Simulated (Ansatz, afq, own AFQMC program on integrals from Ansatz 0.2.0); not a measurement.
# BH, singlet in cc-pVTZ, levels against full CI

```xyz
2

B     0.0000    0.0000    0.0000
H     0.0000    0.0000    1.0000
```

Basis cc-pVTZ. Only valence electrons are correlated. Integrals, coupled cluster, full CI and functionals: Ansatz 0.2.0; the random walks run on the same integrals in our own AFQMC program. ph-AFQMC/CISD is guided by a CISD state made of CCSD amplitudes; releasing the constraint for a short imaginary time cuts its bias at the price of noise, slowly where states lie close. Free projection: walkers drawn from exp(T), propagated without any constraint. Its projection time is finite, and what remains of the start isn't in its error. Error bars are statistical, one sigma.

Determinant: RHF, the one that the program's search chose, which needn't be the lowest solution. The geometry is a point of a scan.

Full CI on the same integrals is exact in this basis and with this determinant's frozen core.

Cautions: restricted determinant unstable towards unrestricted (UHF 228 meV lower, ⟨S²⟩ 0.53).

```
T1 diagnostic                               : 0.0125
weight of the determinant in the CISD state : 0.915
size of the correlated space                : 4 electrons in 43 orbitals
```

```tsv
level	correlation energy (eV)
MP2	-1.9879
CCSD	-2.6480
CCSD(T)	-2.7000
```

Estimate where full CI lies against CCSD(T) on the same integrals.

0.32 kcal/mol below CCSD(T).

Reference: full CI, correlation energy -2.714 eV. The released energy is read at 2.40 1/Eh (meV from the phaseless value at times in 1/Eh: -2.4 ± 1.3 at 0.24, -3.1 ± 0.7 at 0.51, -4.0 ± 0.7 at 0.99, -4.6 ± 1.0 at 1.62, -4.5 ± 1.5 at 2.40).

```tsv
level	E − E(reference) (kcal/mol)	share of correlation (%)
CCSD(T)	0.32	99.50
CCSDT	0.05	99.92
CCSDT(Q)	0.01	99.98
ph-AFQMC/HF	-0.27 ± 0.36	100.43
ph-AFQMC/CISD	0.14 ± 0.04	99.77
released AFQMC	0.04 ± 0.03	99.94
free AFQMC	-0.03 ± 0.02	100.04
```

CCSDT and higher add their correlation energy to the determinant of the CCSD(T) run, since their own runs factorise the integrals more tightly (a shift of under 2 meV). Free projections are given only where their last times agree within the noise and don't stop above the reference; a slow remainder of the start can still hide under it. A walk keeps the symmetry of its determinant, which the program's search chose and which needn't be the lowest solution, so a lower state of the same spin and another symmetry isn't excluded. Released energies are given only where the last usable release times agree within the noise; a slower fall can still hide under it.
